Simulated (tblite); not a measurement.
# C2H4S: the cost of one run

Computed with tblite 0.8.0 and PySCF 2.14.0; each step states its level. No surroundings beyond the atoms listed, unless a continuum is named. Atoms count from 0, parts from 1.

## Step 1: The system as given

7 atoms, charge 0, multiplicity 1; geometry: rigid parts in contact. Parts: 1 = atoms 0–3, `C#C`, charge 0; 2 = atoms 4–6, `S`, charge 0.

## Step 2: Bringing the parts together with GFN2-xTB

The job: settings as JSON, then the geometry in Å.

```
{"job": {"kind": "dock", "xc": "GFN2-xTB", "basis": "xTB"}, "charge": 0, "multiplicity": 1, "parts": [{"atoms": "0-3", "charge": 0, "multiplicity": 1}, {"atoms": "4-6", "charge": 0, "multiplicity": 1}]}
C     -0.582910     0.126029    -0.024442
C      0.582880    -0.126114     0.024454
H     -1.608004     0.347806    -0.067586
H      1.608033    -0.347721     0.067574
S      2.606405     2.636619    -0.298348
H      1.983199     2.466159    -1.457137
H      1.751575     1.847716     0.340112
```

With the program's defaults for keys left out, this is: GFN2-xTB search for minima from random contacts, gas phase.

On the command line:

```
OMP_NUM_THREADS=1 python cluster_run.py task.json out
```

This one command runs all jobs of the session in turn.

Q: Estimate the wall time of this first job on 1 thread of Arm Neoverse N1, shared host.

About 4.9 s.
